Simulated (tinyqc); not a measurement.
Worked calculation: extended Hueckel theory, for BH3. One step of it, computed by the program tinyqc.

Problem. Mulliken analysis. P = C n C^T; charge = valence electrons (B 3, H 1) minus the sum of (P S)_ii on the atom; overlap population = 2 sum P_ij S_ij between two atoms.

coefficients:
```
              MO1        MO2        MO3        MO4        MO5        MO6        MO7
1B 2s    0.514162  -0.000002   0.000000   0.019710   0.000000  -0.002355   1.671802
1B 2px  -0.000004   0.403922   0.000000   0.000002   0.000000   1.386744   0.002809
1B 2py   0.000000   0.000000   0.403860   0.000000   1.386056   0.000000   0.000000
1B 2pz   0.000408  -0.000002   0.000000   0.999735   0.000000   0.000053  -0.039945
2H 1s    0.277629   0.580915   0.000000  -0.005008   0.000000  -1.111204  -0.868360
3H 1s    0.277467  -0.290653   0.503277  -0.005009  -0.962807   0.557630  -0.864500
4H 1s    0.277467  -0.290653  -0.503277  -0.005009   0.962807   0.557630  -0.864500
```

occupations: 2.000000  2.000000  2.000000  0.000000  0.000000  0.000000  0.000000

overlap S, lower triangle:
```
           1B 2s     1B 2px     1B 2py     1B 2pz     2H 1s     3H 1s     4H 1s
1B 2s   1.000000
1B 2px  0.000000   1.000000
1B 2py  0.000000   0.000000   1.000000
1B 2pz  0.000000   0.000000   0.000000   1.000000
2H 1s   0.526401   0.553589   0.000000  -0.011980  1.000000
3H 1s   0.526048  -0.276765   0.479228  -0.011968  0.117140  1.000000
4H 1s   0.526048  -0.276765  -0.479228  -0.011968  0.117140  0.117055  1.000000
```

Give: charges; Overlap populations.

Solution.

charges: 1B 0.5889, 2H -0.1961, 3H -0.1964, 4H -0.1964

Overlap populations:
```
pair      value
2-1    0.820142
3-1    0.819776
3-2   -0.043019
4-1    0.819776
4-2   -0.043019
4-3   -0.042992
```
